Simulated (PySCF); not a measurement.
# NO2F (nitryl fluoride) at 4 levels

Wanted: a comparison of 4 runs (B3LYP/6-31G*, B2PLYP/cc-pVTZ, M06-2X/cc-pVTZ, SCS-MP2/cc-pVTZ) of NO2F (nitryl fluoride). Input form: a Python script.

The results are computed with PySCF 2.14.0.

1 further run of the same task is left out (set aside as unsound or not needed).

## 1. The molecule

NO2F has 4 atoms, charge 0, and is taken as a singlet. As SMILES, `O=[N+]([O-])F`. The N2–F4 distance was set to 1.659 Å, away from the relaxed value.

Bond lengths: O1–N2 1.170 Å, N2–O3 1.170 Å. Angles: O1–N2–O3 135.6°. A long bond or contact: N2–F4 1.659 Å.

## 2. A single-point energy at B3LYP/6-31G(d) (spherical functions) (run 1)

Contents of start.xyz:

```xyz
4

O      0.311961     0.358556     1.258525
N      0.203391    -0.183174     0.227415
O      0.600251    -1.180054    -0.238605
F     -0.744590     0.670550    -0.832510
```

Contents of job.py:

```python
from pyscf import gto, dft

mol = gto.M(
    atom='start.xyz',
    basis='6-31g*',
    verbose=3,
    charge=0,
    max_memory=1860,
)

ks = dft.RKS(mol)
ks.xc = 'b3lyp'
ks.grids.level = 5
ks.conv_tol = 1e-10
ks.kernel()
if not ks.converged:
    ks = ks.newton().run(ks.mo_coeff, ks.mo_occ)

etot = ks.e_tot
print('Final energy', etot)
```

The run is started by

```
$ OMP_NUM_THREADS=1 python job.py
```

Log:

```text
converged SCF energy = -304.864416627302
Final energy -304.8644166273025
```

Run time: 12 s. Hardware: 1 thread of Arm Neoverse V1, shared host; peak memory 0.3 GiB.

## 3. A single-point energy at B2PLYP/cc-pVTZ (run 2)

Contents of job.py:

```python
from pyscf import gto, dft, mp

system = gto.M(
    atom='O 0.311961 0.358556 1.258525; N 0.203391 -0.183174 0.227415; O 0.600251 -1.180054 -0.238605; F -0.744590 0.670550 -0.832510',
    basis='cc-pvtz',
    verbose=3,
    charge=0,
    max_memory=1860,
)

calc0 = dft.RKS(system, xc='0.53*HF + 0.47*B88, 0.73*LYP')
calc0.conv_tol = 1e-10
calc0.grids.level = 5
calc0.kernel()
if not calc0.converged:
    calc0 = calc0.newton().run(calc0.mo_coeff, calc0.mo_occ)

pt = mp.MP2(calc0, frozen=4).run()
e_tot = calc0.e_tot + 0.27 * pt.e_corr
print('PT2 part  %.8f' % (0.27 * pt.e_corr))
print('E(%s) = %.9f' % ('B2PLYP', e_tot))
```

The run is started by

```
$ OMP_NUM_THREADS=1 python job.py
```

Log:

```text
converged SCF energy = -304.496904485377
E(RMP2) = -305.706303318  E_corr = -1.20939883262349
E(SCS-RMP2) = -305.662020924634  E_corr = -1.16511643925738
PT2 part  -0.32653768
E(B2PLYP) = -304.823442170
```

Run time: 20 s. Hardware: 1 thread of Arm Neoverse V1, shared host; peak memory 0.65 GiB.

Run 3 isn't shown in full; the table further down has it.

## 4. The energy at SCS-MP2/cc-pVTZ (run 4)

Contents of run.py:

```python
from pyscf import gto, scf, mp

molecule = gto.M(
    atom=[
    ('O', (0.311961, 0.358556, 1.258525)),
    ('N', (0.203391, -0.183174, 0.227415)),
    ('O', (0.600251, -1.180054, -0.238605)),
    ('F', (-0.744590, 0.670550, -0.832510)),
],
    basis='cc-pvtz',
    spin=0,
    max_memory=1860,
    verbose=3,
)

calc0 = scf.RHF(molecule)
calc0.conv_tol = 1e-10
calc0.kernel()
if not calc0.converged:
    calc0 = calc0.newton().run(calc0.mo_coeff, calc0.mo_occ)

pt = mp.MP2(calc0, frozen=4).run()
etot = calc0.e_tot + 1.2 * pt.e_corr_os + pt.e_corr_ss / 3
print('Final energy', etot)
```

The run is started by

```
$ OMP_NUM_THREADS=1 python run.py
```

Log:

```text
converged SCF energy = -303.499693421211
E(RMP2) = -304.477216002491  E_corr = -0.977522581280138
E(SCS-RMP2) = -304.443589072622  E_corr = -0.943895651411127
Final energy -304.44358907262244
```

It took 6.6 s on 1 thread of Arm Neoverse V1, shared host; peak memory 0.39 GiB.

## 5. All runs side by side

```csv
run,level,frozen core orbitals,integration grid,energy (Eh),dipole moment (D) of the reference,HOMO energy (eV),LUMO energy (eV),wall time
1,B3LYP/6-31G* (spherical functions),–,5,-304.864417,1.28,-9.94,-2.95,12 s
2,B2PLYP/cc-pVTZ,4,5,-304.823442,1.48,-12.70,-1.58,20 s
3,M06-2X/cc-pVTZ,–,5,-304.875299,1.53,-12.79,-1.95,43 s
4,SCS-MP2/cc-pVTZ,4,–,-304.443589,1.39,-15.21,1.28,6.6 s
```

## 6. What came out

| quantity | value |
| --- | --- |
| run 4: total energy | -304.44359 Eh |
| run 4: dipole moment (Hartree–Fock density) | 1.39 D |
| run 4: HOMO energy (Hartree–Fock orbitals) | -15.21 eV |
| run 4: LUMO energy (Hartree–Fock orbitals) | 1.28 eV |
| run 4: HOMO–LUMO gap (Hartree–Fock orbitals) | 16.50 eV |
| run 4: correlation energy (4 core orbitals frozen) | -943.9 mEh |

What this shows: Over runs 1, 2, 3 the dipole moment (its size) runs from 1.28 D (B3LYP/6-31G*) to 1.53 D (M06-2X/cc-pVTZ). The two ends differ in method and basis. Over runs 1, 2, 3 the HOMO–LUMO gap runs from 6.99 eV (B3LYP/6-31G*) to 11.12 eV (B2PLYP/cc-pVTZ). A double hybrid's value is that of its SCF part. Totals of different functionals can't be ranked against each other. All runs together took 82 s, the longest 43 s.
